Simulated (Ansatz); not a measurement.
Two shapes of triplet H₄O₂.

Shape 1:

```xyz
6

O     0.7966    1.2557    0.3852
H     1.1520    1.2592    1.2600
H     0.3521    0.4215    0.2965
O    -0.7334   -1.1652   -0.3830
H    -0.2961   -1.4508   -1.1722
H    -1.5441   -0.7714   -0.6715
```

Shape 2:

```xyz
6

O    -1.4252   -0.0318    0.3355
H    -1.9042   -0.6642   -0.2084
H    -0.5114   -0.1106    0.0156
O     1.3438    0.0205   -0.3263
H     1.6664   -0.1097    0.5732
H     1.4005    0.9748   -0.4535
```

Basis set: def2-SVP (spherical functions). Frozen core: 2 orbitals. Charge 0, multiplicity 3.

Computed with Ansatz (development build ahead of 0.2.0); each method stands on the lowest determinant of its kind that the runs found.

Q: Which shape is lower in energy, and by how much in each method?

A:

| method | E(2) − E(1) (eV) |
| --- | --- |
| UHF | -0.117 |
| UHF-MP2 | -0.211 |

Shape 2 is lower.
